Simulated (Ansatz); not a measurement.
H₂O₂, SMILES OO, a composite energy at a relaxed geometry

With Ansatz 0.2.0, Python API.

Contents of `h2o2.xyz`:
```text
4

O    -0.28346   -0.63913   -0.12463
O     0.28176    0.64021    0.12597
H    -0.02092   -1.13435    0.66204
H     0.02262    1.13327   -0.66338
```

The cells in order, each with its output:

In [1]:
```python
import itertools

import ansatz as az
from ase.data import atomic_numbers, covalent_radii
import numpy as np
```

In [2]:
```python
geometry = az.Crystal.molecule_from_extxyz('h2o2.xyz')
```

In [3]:
```python
setup = (
    geometry.calculation()
    .basis(gaussian='def2-SVP')
    .functional('r2scan')
)
symbols = [site.symbol for site in geometry.cartesian_sites]
start = np.array([site.position_ang for site in geometry.cartesian_sites], dtype=float)
report = setup.relax(force_tolerance=0.01).run(threads=1).report
end = np.array(report['positions_ang'])
# pairs closer than 1.2 times the sum of covalent radii, before or after
radius = [covalent_radii[atomic_numbers[s]] for s in symbols]
span = lambda where, i, j: np.linalg.norm(where[i] - where[j])
bonded = [(i, j) for i, j in itertools.combinations(range(len(symbols)), 2) if min(span(start, i, j), span(end, i, j)) < 1.2 * (radius[i] + radius[j])]
print('pair        before    after (A)')
for i, j in bonded:
    print(f'{symbols[i]}{i}-{symbols[j]}{j}'.ljust(10), f'{span(start, i, j):8.4f} {span(end, i, j):8.4f}')

minimum = az.Crystal.molecule()
for symbol, place in zip(symbols, end):
    minimum = minimum.atom(symbol, place.tolist())
at_minimum = minimum.calculation()
# MP2 extrapolated to the basis limit, plus the small-basis difference CCSD(T) - MP2
level = lambda method, basis: at_minimum.basis(gaussian=basis).correlation(method).run(threads=1).report
small, large, cluster = level('mp2', 'cc-pVDZ'), level('mp2', 'cc-pVTZ'), level('ccsd_t', 'cc-pVDZ')
corr = lambda each: (each['free_energy_ev'] - each['reference_energy_ev']) / 27.211386246
mp2_limit = (27 * corr(large) - 8 * corr(small)) / 19
pieces = {'HF / cc-pVTZ': large['reference_energy_ev'] / 27.211386246, 'MP2 correlation, DZ-TZ limit': mp2_limit, 'CCSD(T) - MP2 / cc-pVDZ': corr(cluster) - corr(small)}
for name, value in pieces.items():
    print(f'{name:32s} {value:14.6f} Ha')
print(f'{"sum":32s} {sum(pieces.values()):14.6f} Ha')
print('T1 diagnostic', round(cluster['correlation']['coupled_cluster']['t1_diagnostic'], 4))
```
```text
pair        before    after (A)
O0-O1        1.4209   1.4479
O0-H2        0.9659   0.9705
O1-H3        0.9661   0.9705
HF / cc-pVTZ                        -150.835531 Ha
MP2 correlation, DZ-TZ limit          -0.543563 Ha
CCSD(T) - MP2 / cc-pVDZ               -0.023284 Ha
sum                                 -151.402379 Ha
T1 diagnostic 0.0094
```

Caveats:
- Total energies depend on the basis set; only differences at equal settings carry meaning.
- The sum leaves out core correlation, relativity, the Hartree-Fock basis error and zero-point energy; a DZ-TZ extrapolation is rough.
- Inner cores stay frozen, so this is valence correlation.
- An extrapolation from small basis sets is rough.
- Run time: 19 s on 1 thread of Arm Neoverse V1, on a shared host, peak memory 0.18 GiB.
